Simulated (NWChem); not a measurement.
System: chlorine (Cl$_{2}$); SMILES ClCl

NWChem input:

```
start job
memory heap 200 mb stack 900 mb global 1100 mb
geometry units angstroms noautosym nocenter noautoz
  Cl     0.000000     0.000000     1.021525
  Cl     0.000000     0.000000    -1.021525
end
basis spherical
  Cl library def2-svp
end
dft
  xc b3lyp
  iterations 150
end
cosmo
  dielec 78.4
end
task dft energy
```

Coordinates come from a B3LYP/6-31G* (spherical d) optimisation.

Level: B3LYP/def2-SVP with COSMO at NWChem's default radii, gas-phase geometry; the question gives the dielectric constant.

Problem. Give the results of this calculation. (B3LYP/def2-SVP, COSMO on the gas-phase geometry.) Quantities: electrostatic solvation energy (kcal/mol).

Solution. 
| Quantity | Value |
|---|---|
| electrostatic solvation energy (kcal/mol) | -0.8 |
